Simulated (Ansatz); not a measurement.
Two isomers of C4H9N: A = `NCC1CC1`, B = `C=C(C)CN`.

Calculated with Ansatz (gas phase, PBE0-D4/def2-TZVP geometries, no zero-point term in ΔE). CCSD(T)/CBS is the MP2 limit (def2-TZVPP, def2-QZVPP) plus CCSD(T) − MP2 in def2-TZVPP, frozen cores. Functionals use def2-TZVPP. B3LYP here is the variant with VWN-RPA as its local correlation; programs differ in this. One conformer a species, not always the lowest.

**Question.** Which isomer does CCSD(T)/CBS put lower? Give the gap. (An estimate is asked.)

**Answer.** Computed: B, by 34.9 kJ/mol.

**Question.** Give E(B) − E(A) in kJ/mol with PBE-D4, MP2/def2-TZVPP, B3LYP, CCSD/def2-TZVPP, PBE0-D4, B2PLYP, ωB97M-V. (Estimate.)

**Answer.** Ansatz gave: PBE-D4 -26.2, MP2/def2-TZVPP -24.7, B3LYP -40.0, CCSD/def2-TZVPP -32.2, PBE0-D4 -19.9, B2PLYP -36.7, ωB97M-V -28.2. None reverses the order clearly.

Largest T1 diagnostic: 0.010.

From PBE to PBE0 (25 % exact exchange), in def2-TZVPP and without D4, E(B) − E(A) moves by +6.1 kJ/mol. In def2-TZVPP, CCSD(T) changes the Hartree–Fock value by +8.6 kJ/mol (the triples alone add −1.5 kJ/mol) and MP2 by +17.6 kJ/mol.
